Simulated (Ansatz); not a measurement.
Two isomers of C3H7NOS: A = `CC(O)C(N)=S`, B = `NC(S)CC=O`.

Isolated molecules relaxed with PBE0-D4/def2-TZVP in Ansatz; ΔE leaves out vibrations. CCSD(T)/CBS adds triple-zeta CCSD(T) − MP2 to the extrapolated MP2 energy (def2 sets, frozen cores). Functionals use def2-TZVPP. B3LYP here is the variant with VWN-RPA as its local correlation; programs differ in this. One conformer a species, not always the lowest.

Q: Which is lower in electronic energy at CCSD(T)/CBS, and by how much? (An estimate is asked.)

A: The calculation gave: A, by 69.1 kJ/mol.

Q: Give E(B) − E(A) in kJ/mol with r2SCAN-D4, HF/def2-TZVPP, CCSD/def2-TZVPP, ωB97M-V, B3LYP, PBE-D4, B3LYP-D4. (Best estimate.)

A: Ansatz gave: r2SCAN-D4 80.9, HF/def2-TZVPP 59.7, CCSD/def2-TZVPP 62.0, ωB97M-V 71.0, B3LYP 72.9, PBE-D4 75.6, B3LYP-D4 73.9. None reverses the order clearly.

Largest T1 diagnostic: 0.015.

In def2-TZVPP, CCSD(T) changes the Hartree–Fock value by +5.6 kJ/mol (the triples alone add +3.3 kJ/mol) and MP2 by +12.0 kJ/mol.
